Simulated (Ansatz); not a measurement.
# H3NO (SMILES NO) at 6 levels

We compute a comparison of 6 runs (UPBE/STO-3G, UPBE0/STO-3G, RPA@PBE/STO-3G, CCSD/STO-3G, CCSD(T)/STO-3G, FCI/STO-3G) of H3NO. 

The calculation is run with Ansatz 0.2.0.

51 further runs of the same task are left out: 1 that didn't finish, 50 set aside as unsound or not needed.

## 1. Starting point

H3NO: 5 atoms, total charge 0, spin state singlet. SMILES: `NO`. The H4–N1 distance was set to 2.549 Å, away from the relaxed value. At this shape a bond of the SMILES string is far longer than usual.

Bond lengths: N1–O2 1.432 Å, N1–H3 1.020 Å, O2–H5 0.966 Å. Angles: N1–O2–H5 105.0°, O2–N1–H3 105.6°.

## 2. The energy at UPBE/STO-3G (run 1)

in.yaml

```yaml
crystal:
  periodic: [false, false, false]
  atoms:
    - {symbol: "N", position_ang: [1.287717, -0.744624, -0.100376]}
    - {symbol: O, position_ang: [1.838357, 0.296066, 0.714304]}
    - {symbol: H, position_ang: [1.304857, -1.584324, 0.477804]}
    - {symbol: H, position_ang: [-1.156690, -0.114310, -0.454620]}
    - {symbol: H, position_ang: [2.592267, 0.634446, 0.213074]}
basis:
  gaussian: {orbitals: STO-3G}
magnetization: {spin_polarized: true, initial_magnetization: 0}
hamiltonian: {xc: pbe}
accuracy: high
```

Command:

```bash
$ ansatz run in.yaml --threads 1 --pin off --max-ram 2610MiB --events-out events.jsonl --progress --plain --runs-dir runs
```

Log:

```text
Warning: RAYON_NUM_THREADS=1 ignored (pool sized by the plan → 1); use --threads N
Functional definition: PBE
  name "PBE"
  parameter kappa = 0.804
  parameter beta = 0.06672455060314922
  exchange = pbe_x(kappa = kappa, mu = beta*pi^2/3)
  correlation = pbe_c(beta = beta)
208 factors; integrals over basis functions are off by at most 2.3e-8 eV
mean field evaluation 1: about -3520.1989 eV, gradient 1.8e1 eV
mean field evaluation 2: about -3510.9056 eV, gradient 2.1e1 eV
mean field evaluation 4: about -3524.4767 eV, gradient 1.3e1 eV
mean field evaluation 8: about -3524.4255 eV, gradient 1.3e1 eV
mean field evaluation 16: about -3525.6940 eV, gradient 6.6e-9 eV
mean field evaluation 32: about -3526.6588 eV, gradient 4.2e0 eV
mean field -3526.74012177 eV, -129.6053089649 hartree, gradient 2.2e-8 eV, S^2 0.952098; 3 other end points of the search recorded, 0 dependent functions left out
reference -3526.74012376 eV, -129.6053090379 hartree; 9, 9 occupied and 4, 4 virtual orbitals, 208 factors
Total energy: -3526.74012376 eV, -129.6053090379 hartree
```

It took 3 s on 1 thread of Arm Neoverse V1, shared host; peak memory 0.11 GiB.

## 3. The energy at UPBE0/STO-3G (run 2)

input.yaml

```yaml
crystal:
  periodic: [false, false, false]
  atoms:
    - symbol: N
      position_ang: [1.287717, -0.744624, -0.100376]
    - symbol: O
      position_ang: [1.838357, 0.296066, 0.714304]
    - symbol: H
      position_ang: [1.304857, -1.584324, 0.477804]
    - symbol: H
      position_ang: [-1.156690, -0.114310, -0.454620]
    - symbol: H
      position_ang: [2.592267, 0.634446, 0.213074]
basis:
  gaussian:
    orbitals: STO-3G
magnetization:
  spin_polarized: true
  initial_magnetization: 0
hamiltonian:
  xc: pbe0
accuracy: high
```

Command:

```bash
$ ansatz run input.yaml --threads 1 --pin off --max-ram 2610MiB --events-out events.jsonl --progress --plain --runs-dir runs
```

Log:

```text
Warning: RAYON_NUM_THREADS=1 ignored (pool sized by the plan → 1); use --threads N
Functional definition: PBE0
  name "PBE0"
  parameter a = 0.25
  parameter kappa = 0.804
  parameter beta = 0.06672455060314922
  exchange = (1 - a)*pbe_x(kappa = kappa, mu = beta*pi^2/3) + a*exact_x
  correlation = pbe_c(beta = beta)
208 factors; integrals over basis functions are off by at most 2.3e-8 eV
mean field evaluation 1: about -3522.0635 eV, gradient 1.4e1 eV
mean field evaluation 2: about -3513.4539 eV, gradient 1.9e1 eV
mean field evaluation 4: about -3517.5281 eV, gradient 1.9e1 eV
mean field evaluation 8: about -3525.2239 eV, gradient 7.2e-4 eV
mean field evaluation 16: about -3527.3409 eV, gradient 2.3e-1 eV
mean field evaluation 32: about -3527.3430 eV, gradient 3.7e-3 eV
mean field -3527.34295429 eV, -129.6274626513 hartree, gradient 5.8e-8 eV, S^2 0.975058; 2 other end points of the search recorded, 0 dependent functions left out
reference -3527.34295579 eV, -129.6274627062 hartree; 9, 9 occupied and 4, 4 virtual orbitals, 208 factors
Total energy: -3527.34295579 eV, -129.6274627062 hartree
```

It took 2.4 s on 1 thread of Arm Neoverse V1, shared host; peak memory 0.11 GiB.

Runs 3 to 5 aren't shown in full; the table further down has their settings and results.

## 4. The energy at FCI/STO-3G (run 6)

run.yaml

```yaml
crystal:
  periodic: [false, false, false]
  atoms:
    - {symbol: N, position_ang: [1.287717, -0.744624, -0.100376]}
    - {symbol: O, position_ang: [1.838357, 0.296066, 0.714304]}
    - {symbol: H, position_ang: [1.304857, -1.584324, 0.477804]}
    - {symbol: H, position_ang: [-1.156690, -0.114310, -0.454620]}
    - {symbol: H, position_ang: [2.592267, 0.634446, 0.213074]}
basis:
  gaussian:
    orbitals: STO-3G
correlation:
  method: fci
  frozen_orbitals: {H: 0, "N": 1, O: 1}
accuracy: high
```

Command:

```bash
$ ansatz run run.yaml --threads 1 --pin off --max-ram 2610MiB --events-out events.jsonl --progress --plain --runs-dir runs
```

Log (excerpt; [...] marks lines left out):

```text
Warning: RAYON_NUM_THREADS=1 ignored (pool sized by the plan → 1); use --threads N
Functional definition: HF
  name "HF"
[...]
208 factors; integrals over basis functions are off by at most 2.3e-8 eV
[...]
mean field -3507.84556497 eV, -128.9109468097 hartree, gradient 3.9e-8 eV, S^2 0.000000; 1 other end points of the search recorded, 0 dependent functions left out; unrestricted orbitals would lower it
[...]
unrestricted determinant -3513.72838208 eV, -129.1271363508 hartree, S^2 1.0020
2 core orbitals not correlated: weight in the atoms' cores, before any rotation towards them, 1.000 or more for the frozen orbitals, at most 0.000 for the correlated occupied ones
reference -3507.84556497 eV, -128.9109468097 hartree; 7, 7 occupied and 4, 4 virtual orbitals, 208 factors
state -3516.47568762 eV, -129.2280979672 hartree
Total energy: -3516.47568762 eV, -129.2280979672 hartree
```

It took 0.67 s on 1 thread of Arm Neoverse V1, shared host.

## 5. Overview of the runs

| run | level | frozen core orbitals | energy (Eh) | wall time |
| --- | --- | --- | --- | --- |
| 1 | UPBE/STO-3G | – | -129.605309 | 3 s |
| 2 | UPBE0/STO-3G | – | -129.627463 | 2.4 s |
| 3 | RPA@PBE/STO-3G | 2 | -129.256522 | 1.7 s |
| 4 | CCSD/STO-3G | 2 | -129.220484 | 0.14 s |
| 5 | CCSD(T)/STO-3G | 2 | -129.229439 | 0.14 s |
| 6 | FCI/STO-3G | 2 | -129.228098 | 0.67 s |

## 6. Results

| quantity | value |
| --- | --- |
| run 6: total energy | -129.22810 Eh |
| run 6: correlation energy (2 core orbitals frozen) | -317.2 mEh |

**Reading.** Against full CI in this basis: CCSD +7.6 mEh; CCSD(T) -1.3 mEh. Totals of different functionals can't be ranked against each other. In runs 3, 4, 5 the log says that unrestricted orbitals would lower the reference, so the values rest on an unstable closed-shell determinant (other closed-shell runs at this shape may share the fault). In runs 1, 2, 3, 4, 5, 6 the basis is minimal, so the values are rough. In runs 3, 4, 5 a closed-shell determinant meets a far-stretched bond, which it describes badly. Spin contamination of the reference: run 2 ⟨S²⟩ = 0.98, run 1 ⟨S²⟩ = 0.95. Where it is this large, the reference is a mixture of spin states, and values that rest on it are in doubt. All runs together took 8.1 s, the longest 3 s.
